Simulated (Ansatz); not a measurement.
**CH₄O (triplet): from Hartree-Fock to the top rungs at distance O1–H3 along a hydrogen transfer = 1.166 Å, cc-pVDZ**

One table from this session's results is given with a row withheld; the runs are named, their logs left out.

Method: cc-pVDZ, core rule «outside noble gas», up to 2 orbitals frozen; program: Ansatz 0.2.0, Gaussian basis.

The runs, in order: UHF; CCSD(T) on ROHF; CCSD(T) on UHF; BCCD(T) on ROHF; CISD; CCSDT(Q) on ROHF; CCSDT(Q) on UHF; CASSCF and MRCISD+Q, 4 electrons in 4 orbitals; CASSCF and NEVPT2, 4 electrons in 4 orbitals.

9 further runs of the same task are left out: 7 that didn't finish, 2 set aside as unsound or not needed.

## The system

The geometry derives from fragments relaxed apart (PBE0/def2-TZVP) and kept rigid, so it is no stationary point. A hydrogen atom is moved between rigid fragments.

6 atoms, charge 0, spin multiplicity 3.

Atoms are counted from 1 here; the program's logs count them from 0.

Bond lengths: O1–H2 0.960 Å, O1–H3 1.166 Å, H3–C4 1.173 Å, C4–H5 1.079 Å, C4–H6 1.079 Å. Angles: H2–O1–H3 105.1°, O1–H3–C4 180.0°, H3–C4–H5 112.6°, H3–C4–H6 112.6°, H5–C4–H6 134.8°.

The first run:

The input, in.yaml:

```yaml
crystal:
  periodic: [false, false, false]
  atoms:
    - {symbol: O, position_ang: [-1.078828, -0.029147, 0.000000]}
    - {symbol: H, position_ang: [-1.328138, 0.897428, 0.000000]}
    - {symbol: H, position_ang: [0.087172, -0.029147, 0.000000]}
    - {symbol: C, position_ang: [1.260172, -0.029147, 0.000000]}
    - {symbol: H, position_ang: [1.674640, -0.029147, 0.996161]}
    - {symbol: H, position_ang: [1.674640, -0.029147, -0.996161]}
basis:
  gaussian: {orbitals: cc-pVDZ}
magnetization: {spin_polarized: true, initial_magnetization: 2}
hamiltonian: {xc: hf}
output: {orbitals: {seedname: orbitals}}
```

The run is started by

```bash
$ ansatz run in.yaml --threads 1 --pin off --events-out ev --progress --plain --max-ram 2393MiB
```

Steps of the session up to this table: UHF; CCSD(T) on ROHF; CCSD(T) on UHF; BCCD(T) on ROHF; CISD; CCSDT(Q) on ROHF; CCSDT(Q) on UHF; CASSCF and MRCISD+Q, 4 electrons in 4 orbitals; CASSCF and NEVPT2, 4 electrons in 4 orbitals.

One table of the session follows, with a row left open; its other results are not shown here.

It belongs to the step «Misses and costs». 

| method | from UCCSDT(Q) (meV) |
| --- | --- |
| ROHF | +9900.3 |
| UHF | +9428.7 |
| RMP2 | ? |
| UMP2 | +1129.5 |
| CISD | +1007.1 |
| RCCSD | +235.3 |
| UCCSD | +221.1 |
| RCCSD(T) | +37.7 |
| UCCSD(T) | +37.8 |
| BCCD(T) | +38.4 |
| RCCSDT | +20.2 |
| UCCSDT | +18.1 |
| RCCSDT(Q) | +0.8 |
| UCCSDT(Q) | 0 |
| CASSCF pair | +9106.7 |
| NEVPT2 pair | +1060.6 |
| MRCISD pair | +886.5 |
| MRCISD+Q pair | +130.0 |

**Question.** Estimate the row for RMP2.

As computed: from UCCSDT(Q) (meV): +989.2. In the column «from UCCSDT(Q) (meV)» it lies between MRCISD pair (+886.5) and CISD (+1007.1).

Caveats from the session: Restricted and unrestricted rows rest on different reference determinants; where their highest levels disagree by more than a few hundredths of an eV, they describe different states and don't form one ladder.
